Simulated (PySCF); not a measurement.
**Indirect couplings**

Geometry (Å), atoms numbered from 1 in this order:
```xyz
12

C     2.1946   -1.1907    0.5146
C     1.1440   -0.6190    0.2651
C    -0.0509    0.0275   -0.0162
C    -1.3187   -0.6710    0.2022
C    -0.0269    1.3987   -0.5286
H     3.1264   -1.6961    0.7352
H    -1.2511   -1.4967    0.9217
H    -1.5712   -1.1192   -0.7861
H    -2.1399    0.0260    0.4274
H    -0.0978    2.0437    0.3772
H    -0.9172    1.6315   -1.1312
H     0.9111    1.6639   -1.0333
```

Total charge +1.

Couplings: B3LYP/pcJ-1 (without the spin–dipole term) in PySCF 2.14, geometry PBE0-D3(BJ)/def2-SVP; gas phase, one conformer, non-relativistic. Couplings are averaged over pairs made equivalent by symmetry, fast rotation or ring inversion, so a value needn't be that of the named pair in this geometry, while other rotamers aren't included; one pair stands for each set, and the list holds those of at least 1.5 Hz over up to four bonds.

Isotopes: 13C, 1H.

```csv
pair,bonds,J (Hz)
"C1, C2",1,191.8
"C1, H6",1,303.5
"C2, C3",1,?
"C3, C4",1,?
"C4, H7",1,142.6
"C1, C3",2,?
"C2, C4",2,3.1
"C2, H6",2,?
"C3, H7",2,-3.6
"C4, C5",2,?
"H7, H8",2,-19.1
"C2, H7",3,3.0
"C3, H6",3,1.8
"C4, H10",3,3.5
"C1, H7",4,2.8
"H7, H10",4,2.9
```

Estimate the withheld couplings, with signs.

Results:


- 1J(C2,C3) = 93.3 Hz (bond length 1.387 Å)
- 1J(C3,C4) = 37.0 Hz (bond length 1.464 Å)
- 2J(C1,C3) = 11.5 Hz (angle at C2 180°)
- 2J(C2,H6) = 52.8 Hz (angle at C1 180°)
- 2J(C4,C5) = 2.2 Hz (angle at C3 121°)
